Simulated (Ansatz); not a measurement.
Zinc-blende InSb was calculated with LDA in Ansatz (plane waves, PAW).

Total energies, extrapolated to zero smearing (they compare only within this program, potentials and cutoff; free atoms with spin allowed, lowest state found):

```tsv
system	energy (eV/atom)
zinc-blende InSb, relaxed	-5896.5798
free In atom	-5454.0842
free Sb atom	-6332.1695
```

Task: Work out the cohesive energy per atom.

Result: E_coh = [1 × (-5454.0842) + 1 × (-6332.1695)]/2 − (-5896.5798) = 3.45 eV/atom. The reference value is 2.81 eV/atom (measured, static lattice: zero-point vibration energy added, our sources range from 2.79 to 2.90; as tabulated in Mejia-Rodriguez and Trickey (2018), arXiv:1807.09216), not set against a level without spin–orbit coupling.

Spin–orbit coupling is left out; its size isn't shown.

The PAW data were made under PBE.

Ansatz is a program for electronic structure.
